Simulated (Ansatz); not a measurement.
Cartesian coordinates in Å:
```
F 0.299 0.276 -1.710
C -0.419 0.319 -0.534
C 0.329 -0.355 0.574
F 1.416 0.398 0.961
H -0.608 1.368 -0.288
H -1.374 -0.195 -0.694
H -0.332 -0.476 1.439
H 0.690 -1.336 0.252
```

The species carries charge 0 and has multiplicity 1.

Task: List the r2SCAN/def2-TZVPP orbital energies in eV (the Gaussian-basis code of Ansatz). (An estimate is asked.)

Result: Ansatz gave: Occupied: -666.05, -666.05, -275.36, -275.36, -31.76, -31.47, -20.19, -16.59, -13.42, -13.41, -12.67, -11.86, -11.65, -9.84, -8.63, -8.61, -8.15. Lowest empty: 1.36, 1.69, 1.94, 2.89, 3.08, 3.30, 4.36, 5.90.
